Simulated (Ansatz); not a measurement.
The same path of ClH3Si + H2 (7 atoms, charge 0, multiplicity 1) was run twice with different band settings. Lost on the way: Si1–Cl2, H6–H7. Made: Si1–H6, Cl2–H7.

All numbers below come from RKS PBE-D4/def2-SVP (Ansatz).

Relaxed end points:

```xyz
7
Properties=species:S:1:pos:R:3
Si 0.462 0.000 -0.041
Cl 0.491 0.000 2.043
H 1.878 0.000 -0.537
H -0.250 1.231 -0.519
H -0.250 -1.231 -0.519
H -3.037 0.000 1.110
H -2.402 0.000 1.544
```

```xyz
7
Properties=species:S:1:pos:R:3
Si -0.317 0.000 -0.548
Cl -0.382 0.000 3.445
H 0.949 0.000 0.257
H -0.390 1.231 -1.404
H -0.390 -1.231 -1.404
H -1.499 0.000 0.390
H -1.077 0.000 2.347
```

Common settings: movable images 5; climbing image yes; spring 5.0 eV/Å²; optimiser quadratic models (default); force threshold 0.05 eV/Å; iteration limit 60; end points relaxed.

| run | start path |
| --- | --- |
| 1 | through a guess of the saddle point |
| 2 | straight line |

(1) What does each run give, and how far can it be trusted?

## Answers

(1) Run 1: converged after 10 iterations, highest image 2.055 eV above the first end. A vibrational analysis at the climbing image gives 2 clearly imaginary modes (958i, 137i cm⁻¹): a point of higher order, so a lower path passes nearby.
Run 2: converged after 12 iterations, highest image 2.055 eV above the first end. Another band between the same ends (5 images) ends at a top of the same energy, where a vibrational analysis finds 2 clearly imaginary modes.
The orbitals stay closed-shell, which can raise the energy where a bond breaks towards radicals; this wasn't checked here.
